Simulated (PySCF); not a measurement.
Gas-phase reaction: 6 CH3Cl + C6H6 = 3 CH2Cl2 + 3 C3H6 (cyclic)

Energies from PySCF, thermal terms from the rigid-rotor harmonic-oscillator model, ideal gas at 1 bar. Table values come from the NASA 1993 polynomials. † marks an energy on the PBE0/def2-TZVP geometry and frequencies; other levels use their own. MP2 and CCSD(T) freeze the core. 6-31G* has spherical d functions here. All species are closed-shell singlets. MP2 isn't extrapolated to the basis-set limit; its ΔH°(298 K) is 266.5 kJ in def2-SVP and 286.1 kJ in def2-TZVPP. CCSD(T) isn't extrapolated to the basis-set limit. The harmonic model lacks anharmonicity and excited electronic states, which grow with temperature; levels with a mode under 35 cm⁻¹ are left out.

| level | ΔH°(298 K), kJ | minus table | ΔG°(600 K), kJ |
|---|---|---|---|
| table | 282.7 | - | 373.2 |
| CCSD(T)/def2-SVP† | 274.2 | -8.5 | 365.5 |
| HF/6-31G* | 349.2 | 66.5 | 442.4 |
| HF/def2-TZVP† | 347.0 | 64.3 | 438.3 |
| MP2/def2-SVP† | 266.5 | -16.2 | 357.8 |
| MP2/def2-TZVPP† | 286.1 | 3.4 | 377.4 |
| PBE/def2-TZVP† | 267.4 | -15.3 | 358.7 |
| LDA/def2-TZVP† | 211.6 | -71.1 | 302.8 |
| ωB97M-V/def2-TZVP† | 271.8 | -10.9 | 363.1 |
| ωB97X-V/def2-TZVP† | 252.0 | -30.7 | 343.3 |
